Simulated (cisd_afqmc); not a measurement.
Input (AFQMC/CISD/aug-cc-pVDZ; cisd_afqmc is a phaseless AFQMC code with CISD trial states that reads the integrals written by Ansatz):

Ansatz 0.2 input:
```python
import cisd_afqmc

open("ham.yaml", "w").write("""\
crystal:
  periodic: [false, false, false]
  atoms:
    - {symbol: N, position_ang: [-0.65949130, -0.06244245, 0.00000000]}
    - {symbol: N, position_ang: [0.51870870, -0.06244245, 0.00000000]}
    - {symbol: H, position_ang: [0.98547817, 0.87419436, 0.00000000]}
basis:
  gaussian:
    orbitals: aug-cc-pVDZ
magnetization: {spin_polarized: true, initial_magnetization: 1}
correlation: {method: ccsd, electrons: outside_noble_gas, hamiltonian_folder: ham}
""")
rep = cisd_afqmc.ansatz("ham.yaml")
e_ccsd = rep["correlation"]["coupled_cluster"]["energy"]["hartree"]
out = cisd_afqmc.run("ham", e_ccsd, trial="CISD", walkers=100, populations=8, threads=8, dt=0.005, steps=40, early=24, settle=10, least=32,
    cut=5e-5, rank_cut=2e-4, target=0.0004, seconds=1500, seed=1, memory=17280, gpu=False)
```

Output:

```
orbitals 53, occupied [6, 5], factors 300 of 544, rank of the doubles 245 of 522
E(HF) = -109.447313
E(CCSD) on the cut factors = -109.773484, shift to the whole factors -0.000010
Energy of the trial state on the determinant = -109.773500
  tau behind 7.2 of longer steps, mean of the populations' last blocks
   2.0  -109.78766
   4.0  -109.78650
   6.0  -109.78789
   8.0  -109.78674
  10.0  -109.78823
  12.0  -109.78806
  14.0  -109.78751
  16.0  -109.78704
  18.0  -109.78866
  20.0  -109.78850
  22.0  -109.78872
blocks 880 (0 outliers left out), error by blocks joined: 1: 0.00021, 2: 0.00026, 4: 0.00031, 8: 0.00036, 16: 0.00040
E(AFQMC/CISD) = -109.78787 +/- 0.00040
```

The determinant is spin-contaminated: <S^2> is 0.88, 0.13 over the pure value.
